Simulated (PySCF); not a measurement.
# Static response to an electric field

Species: propiolic acid, C3H2O2.
SMILES with atom numbers: `[CH:1]#[C:2][C:3](=[O:4])[OH:5]` (hydrogens: H6 on C1; H7 on O5)

Cartesian coordinates in Å at the GFN2-xTB level; atoms count from 1:
```
atom  x, y, z in Å
C1     1.9107    0.1419   -0.0382
C2     0.7310   -0.0425    0.0758
C3    -0.6750   -0.3278    0.2237
O4    -1.1303   -1.4225    0.4190
O5    -1.4177    0.7800    0.1155
H6     2.9423    0.3124   -0.1423
H7    -2.3577    0.5634    0.2190
```

Level: CAM-B3LYP/def2-SVPD (PySCF), static field, nuclei fixed, core orbitals frozen in the response. The polarisability tensor in these axes (au):

```
x   59.01  4.23 -2.99
y    4.23 38.42 -1.97
z   -2.99 -1.97 27.72
```

Question: What are the eigenvalues, a third of the trace, and Δα (Δα² = ½Σ(αi − αj)² over the three pairs)?

Answer: Principal values 27.21, 37.76 and 60.18 au; mean 41.72 au = 6.18 Å³ = 6.88 × 10⁻⁴⁰ C²·m²/J; Δα = 29.17 au (70 % of the mean).

Question: What is the dipole moment, and where does it point?

Answer: (0.63, 1.71, -0.30) D, 1.84 D in size, pointing from the negative to the positive side. Measured along this direction, the outermost atoms are O4 at the negative end and H6 at the positive end.

Question: Rayleigh depolarisation ratio (linearly polarised light, static tensor)?

Answer: ρ = 3Δα²/(45ᾱ² + 4Δα²) = 2552.0/(78320 + 3402.6) = 0.0312.

Question: Refractivity n − 1 of an ideal gas of it at 298.15 K and 1 atm, from the electronic α?

Answer: N = p/kT = 2.4615 × 10¹⁹ cm⁻³, so n − 1 = 2π × N × 6.18 × 10⁻²⁴ cm³ = 956 × 10⁻⁶ at long wavelengths.

Question: Find the Langevin capture rate constant for NO+ (29.998 u) meeting this molecule (70.005 u), k = 2.342 × 10⁻⁹ cm³/s × √(α in Å³ / reduced mass in u).

Answer: The reduced mass is 21.00 u, so k = 1.27 × 10⁻⁹ cm³/s. The formula leaves out the permanent dipole, which adds to the capture rate.

Question: In TDDFT the mean static polarisability is Σ f/ω² over all singlet excitations (ω in hartree). How much of it do the 8 lowest give? Their energies (eV) and oscillator strengths: 4.97, 0.0000; 5.85, 0.0000; 6.17, 0.0697; 7.06, 0.0002; 7.56, 0.0475; 8.12, 0.0295; 8.58, 0.0297; 8.62, 0.1285.

Answer: They add up to 3.89 au, 9.3 % of the 41.72 au; the largest single term is 1.36 au, from the state at 6.17 eV. Terms in order: 0.00, 0.00, 1.36, 0.00, 0.62, 0.33, 0.30, 1.28 au. Higher excitations give the rest. The strengths listed sum to 0.305.

Question: What are the principal values of the traceless quadrupole moment, Θ = ½Σq(3rr − r²1), about the centre of nuclear charge?

Answer: -11.31, -3.00, 14.32 D·Å. The values depend on the origin, since the dipole doesn't vanish. The electronic extent ⟨r²⟩ about the same centre is 376 bohr², a root-mean-square distance of 1.71 Å for the 36 electrons.

One conformer (not necessarily the lowest) at the GFN2-xTB geometry, without solvent, vibrations or thermal averaging.
